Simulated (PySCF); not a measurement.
# How the method changes the constants of Mg2

State: ¹Σg⁺ (singlet), closed shell. Set-up: PySCF, no relativity, basis sets Mg 3-21G. De refers to Mg + Mg in their ground configurations, without counterpoise correction. Levels whose curve was spin-contaminated or gave no clean fit are not listed.

```
  Level  Re (Å)  ωe (cm⁻¹)  De (eV)
    PBE   3.494       88.5    0.158
   PW91   3.495       88.5    0.165
 r²SCAN   3.513       88.8    0.141
   PBE0   3.653       69.4    0.123
LC-ωPBE   4.116       54.6    0.079
```

The bond length runs from 3.494 Å (PBE) to 4.116 Å (LC-ωPBE). De spans 0.08 eV (LC-ωPBE, range-separated hybrid) to 0.16 eV (PW91, GGA).

Closed-shell solutions of metal pairs were not tested for spin polarisation, which can lower them a little. The bond is weak. Basis-set superposition, not corrected here, can be much of De in a small basis, most of all at correlated wavefunction levels. Functionals without a dispersion term scatter widely for such bonds, and LDA overbinds them. 3-21G is very small, so such numbers show the basis as much as the molecule.

The whole job (state search and all levels along the bond) took about 0.64 min on 1 thread of Arm Neoverse V1 (shared host), peak memory 0.36 GiB.
